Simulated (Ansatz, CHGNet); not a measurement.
For 1T (CdI2-type) SnS2, the machine-learned potential CHGNet 0.3.0 (trained on PBE and PBE+U data) gives:

| Property | Value |
|---|---|
| lattice constant a | 3.727 Å |
| lattice parameter c | 6.331 Å |

Question: What does PBE0-D4 in Ansatz (plane waves, PAW) give for the same quantities?

Answer: 
- lattice constant a: 3.628 Å (decreases by 2.7 %)
- lattice parameter c: 5.817 Å (falls by 8.1 %)

For comparison: lattice constant a 3.646 Å (measured, room temperature, not corrected to a static lattice, our sources range from 3.640 to 3.650; as tabulated in Lima et al. (2018), arXiv:1803.05430); lattice parameter c 5.893 Å (measured, room temperature, no zero-point or thermal correction; as tabulated in Lima et al. (2018), arXiv:1803.05430).

Changes are worked out from the printed values.

Unless a cell is named, each level is at its own relaxed cell (CHGNet 0.3.0 25.38, PBE0-D4 22.10 Å³/atom).

Ansatz's density-functional and Hartree–Fock values are scalar-relativistic unless marked +SOC, with PAW data made under PBE.

Ansatz is an electronic-structure program.
